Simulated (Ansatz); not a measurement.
**1T (CdI2-type) TaSe2 (undistorted form, which takes a superstructure on cooling)**

Level of theory: PBEsol (Ansatz, a program for electronic structure, plane waves, PAW).

Numerical settings: plane-wave cutoff 500 eV, 18×18×6 k mesh (along the axes of the cell as run), Fermi–Dirac smearing 0.05 eV, scalar-relativistic PAW data made under PBE.

Cell: relaxed at this level.

```
Property                            Result
---------------------------  -------------
equilibrium volume per atom  21.31 Å³/atom
lattice parameter a                3.430 Å
c axis length                      6.275 Å
band gap                     zero (no gap)
```

Note: the cell comes from a level without a dispersion term, which matters for the spacing of layers, chains or molecules; the relaxation could not lower the start's symmetry, so the cell can be a saddle point above a distorted one; the cell has widely spaced layers and the level no dispersion term, so their spacing and the moduli can rest on weak binding.

Spin–orbit coupling is not included.

The computed numbers hold no vibrational or temperature effects.
